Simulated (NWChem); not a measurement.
**Correlation energy of N2 (+1)**

```
N
N 1 1.1133
```
Charge +1, spin multiplicity 2.

Program: NWChem. Structure: optimised with UB3LYP/def2-SVP, a minimum by its harmonic frequencies.

Basis set: def2-TZVP. Each correlation energy counts from its own Hartree-Fock reference.

| method | correlation energy (mHa) |
|---|---|
| UMP2 | -388.1 |
| SCS-UMP2 | -377.1 |
| CCSD on UHF | -375.0 |
| CCSD[T] on UHF | -400.6 |
| CCSD(T) on UHF | -398.5 |
| CCSD on ROHF | -384.8 |
| CCSD[T] on ROHF | -411.0 |
| CCSD(T) on ROHF | -409.5 |

The values span 36.0 mHa, from CCSD[T] on ROHF (lowest) to CCSD on UHF (highest). 

The correlated methods keep 2 core orbitals frozen. The structure started from a generated list of species. The unpaired electrons of the parent sit in orbitals of symmetry ag (D2h labels of the run); other states weren't searched. No SCF solution was tested for a lower state. Open-shell Hartree-Fock references start from PBE0 orbitals. Coupled-cluster values serve here as a point of comparison, not as the truth.
